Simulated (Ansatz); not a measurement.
**Relaxing Sr2Tl**

Method: DFT PBE, scalar-relativistic, plane waves, PAW in Ansatz 0.2.0. Cutoff 420 eV, Γ-centred k mesh, Gaussian smearing, no spin polarisation in the final step.

Sr2Tl was placed on the anatase structure type (I4_1/amd, No. 141), with Tl in place of Ti, Sr in place of O, at a guessed volume.

```
Sr Tl
1.0
    -2.69574    2.69574    6.77604
     2.69574   -2.69574    6.77604
     2.69574    2.69574   -6.77604
Sr Tl
4 2
Direct
  0.20660 0.20660 0.00000
  0.95660 0.45660 0.50000
  0.54340 0.04340 0.50000
  0.79340 0.79340 0.00000
  0.00000 0.00000 0.00000
  0.75000 0.25000 0.50000
```

Steps on the 4×4×4 mesh (6 atoms). 11 of 11 steps are shown, and the free energy counts from the last. Trial steps that were taken back and renewals of the plane-wave basis can be among the rows.

```tsv
step	ΔF (meV/atom)	V (Å³/atom)	P (GPa)	largest force component (eV/Å)
1	1305.9	32.83	25.24	1.835
2	635.3	37.90	13.11	0.820
3	317.5	42.45	6.88	0.399
4	148.7	46.76	3.08	0.223
5	67.2	49.77	0.47	0.105
6	39.6	49.49	-0.53	0.045
7	26.6	47.54	-0.53	0.004
8	23.4	45.70	-0.13	0.024
9	4.2	45.70	0.57	0.025
10	0.1	46.97	0.07	0.009
11	0.0	46.97	0.07	0.009
```

A final relaxation ran on a 8×8×8 mesh. The relaxed crystal, I4_1/amd (No. 141):

```cif
data_structure
_symmetry_space_group_name_H-M 'I4_1/amd:1'
_symmetry_Int_Tables_number 141
_cell_length_a 6.6965
_cell_length_b 6.6965
_cell_length_c 12.6126
_cell_angle_alpha 90.000
_cell_angle_beta 90.000
_cell_angle_gamma 90.000
_cell_volume 565.59
loop_
_atom_site_label
_atom_site_type_symbol
_atom_site_symmetry_multiplicity
_atom_site_Wyckoff_symbol
_atom_site_fract_x
_atom_site_fract_y
_atom_site_fract_z
_atom_site_occupancy
Sr1 Sr 8 e 0.00000 0.00000 0.26845 1
Tl1 Tl 4 a 0.00000 0.00000 0.00000 1
```

```yaml
Volume_per_atom: 47.13 Å³
Density: 4.46 g/cm³
Energy_over_the_elements: -0.14 eV/atom
Gap_on_the_8×8×8_mesh: 0 eV (a metal)
```

Energies over the elements count from the elements' standard structures at the same level, with no empirical corrections.

The final run used a 8×8×8 mesh on its 6-atom cell and 0.10 eV smearing. The k mesh leaves about 4 meV/atom of noise in metals. Spin–orbit coupling is left out.

Symmetry constrained the relaxation, so the result can be a saddle point.

Cost: 3 runs of about 4.1 core-minutes in all, on Arm Neoverse V1 (shared hosts).